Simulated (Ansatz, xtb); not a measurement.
System: NO, net charge 0, doublet state. SMILES: [N]=O
Geometry from a B3LYP-D3(BJ)/def2-TZVP (Ansatz, a quantum-chemistry and plane-wave program) optimisation:
```
N
O 1 1.1449
```
Charge 0, spin multiplicity 2.

Harmonic wavenumbers from GFN2-xTB (xtb, at its own minimum), cm⁻¹: 1950.

Question: Give the harmonic wavenumbers at B3LYP-D3(BJ)/def2-TZVP (Ansatz, finite differences of forces, unscaled).

Answer: 1977 cm⁻¹. Zero-point energy 2.8 kcal/mol.

Question: From these and the geometry, give the ideal-gas thermochemistry at 298.15 K and 1 atm (rigid rotor, harmonic oscillator).

Answer: Point group C∞v, rotational symmetry number 1. Rotational constants 51.62, 51.62 GHz. S(trans) 36.13, S(rot) 11.51, S(vib) 0.00, S(elec, spin only) 1.38, S 49.0 cal/(mol K). H(298) - H(0) 2.07 kcal/mol; G - E(el) -9.7 kcal/mol.
